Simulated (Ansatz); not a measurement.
Consider the heterolysis of the C–F bond: `CC(C)F` → `C[CH+]C` + F⁻.

Isolated molecules relaxed with PBE0-D4/def2-TZVP in Ansatz; ΔE leaves out vibrations. CBS: MP2 limit from def2 TZ/QZ plus the TZ coupled-cluster correction, frozen cores. This one scheme is used for every species, atoms too. Functionals use def2-TZVPP. B3LYP here is the variant with VWN-RPA as its local correlation; programs differ in this. HSE06 is defined as in plane-wave codes. Anions take the def2 sets with diffuse functions and neutrals don't, so finite-basis rows favour the anion.

| level | ΔE (kJ/mol) | difference from CCSD(T)/CBS |
| --- | --- | --- |
| LDA (SPW92) | 888.6 | -3.0 |
| PBE-D4 | 846.6 | -45.0 |
| revPBE-D4 | 840.8 | -50.8 |
| BLYP-D4 | 821.0 | -70.6 |
| r2SCAN-D4 | 867.7 | -23.9 |
| B97M-V | 861.8 | -29.8 |
| PBE0-D4 | 875.5 | -16.1 |
| B3LYP-D4 | 848.6 | -43.0 |
| r2SCANh-D4 | 875.2 | -16.4 |
| r2SCAN0-D4 | 885.7 | -5.9 |
| BHLYP-D4 | 874.6 | -17.0 |
| CAM-B3LYP-D4 | 863.2 | -28.4 |
| ωB97X-V | 872.0 | -19.6 |
| ωB97M-V | 865.9 | -25.7 |
| B2PLYP | 852.9 | -38.7 |
| PBE | 841.4 | -50.2 |
| revPBE | 821.7 | -69.9 |
| BLYP | 809.3 | -82.3 |
| r2SCAN | 866.4 | -25.2 |
| PBE0 | 871.2 | -20.4 |
| B3LYP | 840.5 | -51.1 |
| r2SCANh | 873.8 | -17.8 |
| r2SCAN0 | 884.3 | -7.3 |
| HSE06 | 871.7 | -19.9 |
| BHLYP | 869.4 | -22.2 |
| CAM-B3LYP | 859.0 | -32.6 |
| RPA@PBE/def2-TZVPP | 870.6 | -21.0 |
| HF/def2-SVP | 842.3 | -49.3 |
| MP2/def2-SVP | 812.6 | -79.0 |
| CCSD(T)/def2-SVP | 813.9 | -77.7 |
| HF/def2-TZVPP | 864.2 | -27.4 |
| MP2/def2-TZVPP | 875.2 | -16.4 |
| CCSD/def2-TZVPP | 880.9 | -10.7 |
| CCSD(T)/def2-TZVPP | 877.7 | -13.9 |
| HF/def2-QZVPP | 866.7 | -24.9 |
| MP2/def2-QZVPP | 884.0 | -7.6 |
| SCS-MP2/def2-QZVPP | 881.3 | -10.3 |
| HF/CBS(def2) | 867.0 | -24.6 |
| MP2/CBS(def2) | 889.0 | -2.6 |
| CCSD/CBS(def2) | 894.8 | 3.2 |
| CCSD(T)/CBS | 891.6 | 0 |

Largest T1 diagnostic among the species: 0.023, so the coupled-cluster value is less sure than usual.

Leaving LDA and LC-ωPBE aside and taking each functional with its dispersion term where it has one, the values, not all of them listed here, spread over 67.0 kJ/mol, from BLYP-D4 to PBE-QIDH. LDA lies +47.2 kJ/mol from PBE without D4. From r2SCAN to r2SCAN0 (25 % exact exchange), in def2-TZVPP and without D4, ΔE moves by +17.9 kJ/mol.
